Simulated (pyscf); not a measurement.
PySCF, gas phase, ωB97X-D3(BJ)/def2-SVP geometries.

Question: What is the homolytic dissociation enthalpy (298 K, ωB97M-D3(BJ)/def2-TZVP) of the O–W bond of HN=W(OH)(F)(F)–F, to [HN=W(F)(F)–F]• + OH•?

Answer: O–W to [HN=W(F)(F)–F]• + OH•: 99.3 kcal/mol. The 7 functionals that were run give +98.5 (M06-2X) to +106.1 kcal/mol (PBE). The radicals are drawn with the spin at the cut bond; how far it spreads was not checked. Other isomers of [HN=W(F)(F)–F]• were not searched in full and may lie lower. Left out: the spin-orbit lowering of OH. Open-shell species with a d-block atom are single-reference here; other states, and whether the spin sits on metal or ligand, were not checked. Elements past Kr carry the def2 core potentials, without spin-orbit coupling.
